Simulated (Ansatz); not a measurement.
Species: CH$_{3}$Cl, charge 0, multiplicity 1. SMILES: ClC
Geometry: optimised at B3LYP-D3(BJ)/def2-TZVP (Ansatz, a program for electronic structure).

Quantity: vertical ionisation energy (to the doublet state of charge +1; each state is the SCF solution reached for its spin; the molecule has degenerate orbitals, so one determinant may break the symmetry), in eV. Cores are frozen in the correlated levels unless marked. Open shells are spin-unrestricted. Spin-orbit coupling is left out. Non-relativistic. CBS marks a two-point X^-3 extrapolation of the correlation energy; Hartree-Fock from the larger set. [CCSD(T)-MP2]/basis is that difference in the basis named.

```json
[
 {"level": "SVWN5/def2-TZVPD", "program": "Ansatz", "vertical ionisation energy (eV)": "11.29"},
 {"level": "PBE/def2-TZVPD", "program": "Ansatz", "vertical ionisation energy (eV)": "11.12"},
 {"level": "r2SCAN/def2-TZVPD", "program": "Ansatz", "vertical ionisation energy (eV)": "11.19"},
 {"level": "PBE0/def2-TZVPD", "program": "Ansatz", "vertical ionisation energy (eV)": "11.24"},
 {"level": "BHLYP/def2-TZVPD", "program": "Ansatz", "vertical ionisation energy (eV)": "11.20"},
 {"level": "wB97X-V/def2-TZVPD", "program": "Ansatz", "vertical ionisation energy (eV)": "11.35"},
 {"level": "SCS-MP2/aug-cc-pV(D+d)Z", "program": "Ansatz", "vertical ionisation energy (eV)": "11.31"},
 {"level": "SCS-MP2/def2-SVPD", "program": "Ansatz", "vertical ionisation energy (eV)": "11.33"},
 {"level": "SCS-MP2/def2-TZVPPD", "program": "Ansatz", "vertical ionisation energy (eV)": "11.39"},
 {"level": "CCSD/aug-cc-pV(D+d)Z", "program": "Ansatz", "vertical ionisation energy (eV)": "11.19"},
 {"level": "CCSD/aug-cc-pV(T+d)Z", "program": "Ansatz", "vertical ionisation energy (eV)": "11.29"},
 {"level": "RI-MP2/CBS(aug-cc-pV(T+d)Z,aug-cc-pV(Q+d)Z)+[CCSD(T)-MP2]/aug-cc-pV(T+d)Z", "program": "Ansatz", "vertical ionisation energy (eV)": "?"}
]
```

### Question
Complete the blanks.

### Answer

- RI-MP2/CBS(aug-cc-pV(T+d)Z,aug-cc-pV(Q+d)Z)+[CCSD(T)-MP2]/aug-cc-pV(T+d)Z, vertical ionisation energy (eV): 11.49
